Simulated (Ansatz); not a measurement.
CH4FNO2, SMILES `NC(O)(O)F`. Total charge 0; spin multiplicity 1.

| atom | x (Å) | y (Å) | z (Å) |
| --- | --- | --- | --- |
| N1 | 0.6852 | -0.9399 | 0.3205 |
| C2 | 0.0116 | 0.2415 | -0.0752 |
| O3 | -0.7677 | 0.7722 | 0.9168 |
| O4 | -0.7754 | 0.0348 | -1.1803 |
| F5 | 0.9979 | 1.1577 | -0.3972 |
| H6 | 0.0150 | -1.6042 | 0.6859 |
| H7 | 1.3669 | -0.7279 | 1.0375 |
| H8 | -1.3041 | 1.4743 | 0.5305 |
| H9 | -0.2293 | -0.4085 | -1.8385 |

List the harmonic frequencies (cm⁻¹, unscaled) at PBE0-D4/def2-TZVP in Ansatz. (Best estimate.)

Computed: 219, 317, 369, 428, 496, 571, 587, 602, 855, 879, 982, 1129, 1149, 1315, 1370, 1447, 1648, 3550, 3638, 3827, 3845.

Is this a minimum?

Yes, all 21 modes are real.

Give the ideal-gas thermochemistry at 298.15 K and 1 bar (rigid rotor, harmonic oscillator; point group C1, symmetry number 1).

Zero-point energy 174.8 kJ/mol; H(298) − E = 191.3 kJ/mol; entropy 301.9 J/(mol·K), of which translation 163.7, rotation 105.1, vibration 33.1; G(298) − E = 101.3 kJ/mol.

And at 400, 500, 600, 800 and 1000 K?


| T (K) | H − E (kJ/mol) | S (J/mol/K) | G − E (kJ/mol) |
| --- | --- | --- | --- |
| 400 | 201.3 | 330.7 | 69.1 |
| 500 | 212.9 | 356.3 | 34.7 |
| 600 | 225.7 | 379.6 | -2.1 |
| 800 | 254.1 | 420.3 | -82.2 |
| 1000 | 285.1 | 454.9 | -169.8 |
